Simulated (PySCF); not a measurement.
A GIAO shielding run with PySCF 2.14 (density fitting, non-relativistic, gas phase) on `C=C1CCCC1`, C6H10:

```
{"job": {"kind": "nmr", "xc": "BLYP", "basis": "pcSseg-1", "pop": false}, "charge": 0, "multiplicity": 1}
C      2.265294    -0.206293    -0.061560
C      0.936712    -0.086481    -0.025981
C     -0.019096    -1.007582     0.705350
C     -1.356667    -0.263074     0.697238
C     -1.323217     0.508568    -0.622249
C      0.125375     0.995773    -0.709873
H      2.782367    -1.006461     0.475871
H      2.885220     0.492735    -0.630232
H      0.336283    -1.273529     1.712396
H     -0.112490    -1.952985     0.141366
H     -1.396422     0.447139     1.540955
H     -2.226753    -0.929801     0.791904
H     -1.540484    -0.177752    -1.458642
H     -2.060665     1.323673    -0.670666
H      0.466245     1.195276    -1.737080
H      0.238074     1.940697    -0.148722
```

Hardware: 1 thread of an Arm Neoverse V1, shared host. The job also computes ring-centre shieldings.

(1) How large is the calculation?

(2) How long does it take?

(3) And these other runs on the same molecule and hardware: GIAO shielding at BP86/pcSseg-1; GIAO shielding at HF/pcSseg-1; GIAO shielding at LDA/pcSseg-1; GIAO shielding at OPBE/pcSseg-1; GIAO shielding at PBE/pcSseg-1; GIAO shielding at PBE0/IGLO-III?

Results:

(1) 46 electrons, 152 basis functions and 782 auxiliary functions.

(2) 25 s of wall time, with 14 SCF cycles. Times on a shared host scatter by some tens of per cent.

(3) BP86/pcSseg-1: 152 functions, 25 s; HF/pcSseg-1: 152 functions, 7.1 s; LDA/pcSseg-1: 152 functions, 20 s; OPBE/pcSseg-1: 152 functions, 25 s; PBE/pcSseg-1: 152 functions, 25 s; PBE0/IGLO-III: 310 functions, 41 s.
